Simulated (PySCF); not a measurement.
**S: ionisation energy**

S [Ne] 3s2 3p4 [3p1/2^2 3p3/2^2, M_J = 2] → S⁺ [Ne] 3s2 3p3 [3p1/2^2 3p3/2^1, M_J = 3/2], as a difference of total energies. Calculation: PySCF 2.14, in an even-tempered Gaussian basis (20 s from 0.0085 bohr⁻², ratio 2.8; 14 p from 0.011 bohr⁻², ratio 2.8; 5 d from 0.59 bohr⁻², ratio 3); the two-component X2C-1e Hamiltonian. Correlated levels: 1s2 frozen; the 42 highest virtual spinors dropped. "Screened" scales the spin-orbit matrix elements by Boettger's factors to mimic the two-electron term; Breit and QED terms are absent.

Question: Order these methods by the ionisation energy they give, lowest first.
A. GMP2 (screened spin-orbit)
B. GMP2 (spin-free)
C. GHF (screened spin-orbit)
D. GHF (spin-free)

Answer: D (9.061 eV), C (9.087 eV), B (9.561 eV), A (9.588 eV).

The labels give the starting determinants; with spin-orbit coupling the two ends relaxed to ⟨J²⟩ = 6.01, ⟨L²⟩ = 2.01, ⟨S²⟩ = 2.00 and ⟨J²⟩ = 3.75, ⟨L²⟩ = 0.00, ⟨S²⟩ = 3.75.

For comparison: 10.360 eV (measured; NIST Atomic Spectra Database, ionization energies).
